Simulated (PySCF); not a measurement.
One of the candidates below gave these computed data.

All candidates are C4H12P2.

| technique | computed result |
| --- | --- |
| Polarisability | 104.8 au [CAM-B3LYP/def2-SVPD] |
| UV, first state | lowest singlet excitation: 5.55 eV (223 nm, f = 0.262) [TDDFT CAM-B3LYP/def2-SVPD] |
| Rotational structure | rotational constants A, B, C: 3.095, 1.754, 1.315 GHz [GFN2-xTB] |
| Dipole | 0.00 D [CAM-B3LYP/def2-SVPD] |
| Triplet | lowest triplet excitation (Tamm–Dancoff): 4.28 eV [TDA CAM-B3LYP/def2-SVPD] |

Electronic properties: PySCF, gas phase, density fitting. Levels stand in brackets. Geometry: GFN2-xTB, one conformer, isolated molecule.

Question: Which candidate is it?
A. `CC(C)(C)PP`
B. `CP(C)P(C)C`
C. `CPCP(C)C`

Answer: B. It is `CP(C)P(C)C`. Numbering: `[CH3:1][P:2]([CH3:3])[P:4]([CH3:5])[CH3:6]`. The vanishing dipole is forced by symmetry. The optimised geometry has point group C2h and is an asymmetric top.

The others, at the same levels:
- `CC(C)(C)PP` fails: its computed lowest triplet excitation (Tamm–Dancoff) is 4.67 eV (against 4.28 eV), static isotropic polarisability is 101.6 au (against 104.8 au) and rotational constant A is 3.476 GHz (against 3.095 GHz).
- `CPCP(C)C` fails: its computed lowest singlet excitation is 6.27 eV (198 nm, f = 0.058) (against 5.55 eV), lowest triplet excitation (Tamm–Dancoff) is 5.30 eV (against 4.28 eV) and static isotropic polarisability is 102.6 au (against 104.8 au).

Each candidate is one conformer, not necessarily the lowest. The conformers computed, where there is a choice (atom-mapped SMILES and torsion angles):
- `[CH3:1][P:2]([CH3:3])[P:4]([CH3:5])[CH3:6]`: C1–P2–P4–C5 180°
- `[CH3:1][C:2]([CH3:3])([CH3:4])[PH:5][PH2:6]`: C1–C2–P5–P6 58°, H–P6–P5–C2 -169°, H–P6–P5–C2 99°
- `[CH3:1][PH:2][CH2:3][P:4]([CH3:5])[CH3:6]`: C1–P2–C3–P4 -163°, P2–C3–P4–C5 -172°
